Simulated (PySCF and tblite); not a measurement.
C₂H₄F₂, numbered as in [F:1][CH2:2][CH2:3][F:4].

Free energies: PBE0-D3(BJ)/def2-TZVP on PBE0-D3(BJ)/def2-SVP structures plus GFN2-xTB thermal terms, symmetry and mirror images included. Conformers within 4 kcal/mol (GFN2-xTB free energy) were kept, 7 at most. Couplings: B3LYP/pcSseg-1 with pcJ-1 on H, F (gas phase; spin-dipole term only for pairs with B, N, F, Si or P). Couplings are for ¹⁹F, ¹H; a prime marks the second kind of pair between the same two sets of atoms. Programs: PySCF with density fitting and tblite.

Torsions listed: F1–C2–C3–F4. Of a mirror pair one member is shown.

```tsv
conformer	shape	weight %
1	71°	92.8
2	180°	7.2
```

Task: Give the couplings in each conformer and the averages at 298.15 K (pairs that fast motion interchanges averaged).

Result: 
| coupling | pairs | 1 | 2 | average (Hz) |
| --- | --- | --- | --- | --- |
| ²J(F1,H2) | 4 | 55.3 | 52.4 | 55.1 |
| ³J(F1,H3) | 4 | 32.6 | 1.0 | 30.4 |
| ²J(H2,H2) | 2 | -13.1 | -9.6 | -12.8 |
| ³J(H2,H3) | 2 | 6.1 | 6.3 | 6.1 |
| ³J(H2,H3′) | 2 | 1.0 | 12.9 | 1.9 |

Computed couplings to fluorine can be off by tens of per cent at such levels.

F–F couplings are left out: such levels miss them by tens of Hz and can give the wrong sign.
